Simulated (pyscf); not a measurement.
Multi-bond step: BH₃ (SMILES B) + H₂C=CH–CH₃ (SMILES C=CC) → BH₃ (SMILES B) + CH₄ (SMILES C) + HC≡CH (SMILES C#C)

Gas phase, singlet surface, charge 0. Bonds broken: B1–H2, C5–C6, C7–H12. Bonds formed: B1–H12, H2–C5. Optimised with ωB97X-D3(BJ)/def2-SVP in PySCF. MP2 and CC: frozen core, UHF for open shells. ΔMP2 is the change of the MP2 total energy from the triple- to the quadruple-zeta basis.

Transition state (Å):

```xyz
13

B      0.3909    -0.8372     1.4619
H      0.1610    -0.0948     0.3562
H      1.5478    -0.9336     1.8028
H     -0.3900    -1.7387     1.6651
C      0.1180     0.2429    -1.0109
C     -0.6488     1.8772     0.2146
C     -0.6591     1.6890     1.4623
H      0.5468    -0.7552    -1.2095
H      0.8251     0.9795    -1.4091
H     -0.8471     0.2849    -1.5287
H     -0.8730     2.5555    -0.5999
H     -0.1716     0.4917     1.6068
H     -0.9061     2.1184     2.4290
```

One imaginary mode, 1641i cm⁻¹; descent along it reached the two sides named, in the forms told below.

| bond | change | reactant side (Å) | saddle | product side |
|---|---|---|---|---|
| B1–H2 | breaks | 1.213 | 1.352 | 2.215 |
| C5–C6 | breaks | 1.511 | 2.182 | 3.7 |
| C7–H12 | breaks | 1.095 | 1.301 | 3.3 |
| B1–H12 | forms | 2.530 | 1.450 | 1.208 |
| H2–C5 | forms | 2.600 | 1.409 | 1.103 |

Electronic energies relative to the separated reactants (kcal/mol):

```csv
level,barrier,reaction energy,reverse barrier
ωB97X-D3(BJ)/def2-TZVP,117.5,+40.1,77.4
PBE/def2-TZVP,96.7,+39.3,57.4
r²SCAN/def2-TZVP,102.6,+39.6,63.0
B3LYP-D3(BJ)/def2-TZVP,108.4,+37.5,70.9
PBE0-D3(BJ)/def2-TZVP,107.5,+42.8,64.6
M06-2X/def2-TZVP,114.0,+36.9,77.1
ωB97M-D3(BJ)/def2-TZVP,114.1,+37.4,76.7
HF/def2-TZVP,154.3,+33.9,120.5
MP2/def2-QZVPP,107.2,+34.7,72.6
CCSD/def2-TZVPP,121.1,+35.7,85.3
CCSD(T)/def2-TZVPP,113.1,+35.6,77.5
CCSD(T)/def2-TZVPP + ΔMP2(QZVPP),112.8,+35.7,77.1
```

With CCSD(T)/def2-TZVPP + ΔMP2(QZVPP) energies and thermal terms (ideal gas, 1 atm, RRHO with modes under 100 cm⁻¹ raised to 100, one conformer, R ln 2 for chiral ones without a mode under 150 cm⁻¹), in kcal/mol:

```
T (K)    ΔH‡    ΔG‡     ΔH     ΔG
-----  -----  -----  -----  -----
298    108.6  118.0  +32.4  +23.8
600    109.8  127.2  +32.9  +14.9
900    111.1  135.6  +32.6   +5.9
1200   112.3  143.5  +31.9   -2.9
```

On the reactant side the descent ends in a bound adduct (not fully relaxed), 13.8 kcal/mol under the separated species and 131.3 kcal/mol under the saddle at ωB97X-D3(BJ)/def2-TZVP. The same reactants have a lower exit, to •H₂C–CH=CH₂ + H• + BH₃ (no saddle counted: cutting one bond costs +94.2 kcal/mol at ωB97M-D3(BJ)/def2-TZVP, against +114.1 kcal/mol here). This is the saddle that the search found; another between the same sides may lie lower. The CCSD(T) − MP2 part came from Ansatz, without density fitting, on the same reference.
